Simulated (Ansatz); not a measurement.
# SiF₂ (SMILES F[Si]F): one structure at several levels

The task here is to estimate one member of a computed series from the others.

Computed with Ansatz 0.2.0, Gaussian basis. Level: single points in def2-TZVPP.

Cores are frozen in the correlated methods. B3LYP uses VWN-RPA correlation.

## The system as given

3 atoms, charge 0, spin multiplicity 1.

Atoms are counted from 1 here; the program's logs count them from 0.

Bond lengths: F1–Si2 1.626 Å, Si2–F3 1.662 Å. Angles: F1–Si2–F3 105.0°.

Coordinates:

```
F     0.1469    1.2987    0.2338
Si   -0.5724   -0.0424   -0.3381
F     0.4325   -1.2912    0.1029
```

Set-up of the first run:

Input file run/in.yaml:

```yaml
crystal:
  periodic: [false, false, false]
  atoms:
    - {symbol: F, position_ang: [0.146900, 1.298700, 0.233800]}
    - {symbol: Si, position_ang: [-0.572400, -0.042400, -0.338100]}
    - {symbol: F, position_ang: [0.432500, -1.291200, 0.102900]}
basis:
  gaussian: {orbitals: def2-TZVPP}
correlation: {method: ccsd_t}
output: {forces: true}
```

The command line of these runs was not kept.

Among the steps run: CCSD(T)/def2-TZVPP; PBE0-D4/def2-TZVPP; wB97M-V/def2-TZVPP; r2SCAN-D4/def2-TZVPP; PBE-D4/def2-TZVPP; B3LYP-D4/def2-TZVPP; r2SCAN0-D4/def2-TZVPP.

One of the session's tables, all rows but one given; the rest of the session is left out.

| method | RMS force component (eV/Å) | angle to CCSD(T) forces (°) | dipole (D) |
| --- | --- | --- | --- |
| CCSD(T) | 0.805 | reference | 1.21 |
| PBE0-D4 | 0.757 | 1.4 | 1.19 |
| wB97M-V | ? | ? | ? |
| r2SCAN-D4 | 0.723 | 3.1 | 1.04 |
| PBE-D4 | 0.431 | 25.1 | 1.08 |
| B3LYP-D4 | 0.631 | 6.7 | 1.26 |
| r2SCAN0-D4 | 0.957 | 4.6 | 1.17 |

**Question.** Estimate the row for wB97M-V.

As computed: RMS force component (eV/Å): 0.683; angle to CCSD(T) forces (°): 5.1; dipole (D): 1.30. In the column «RMS force component (eV/Å)» it lies between B3LYP-D4 (0.631) and r2SCAN-D4 (0.723).
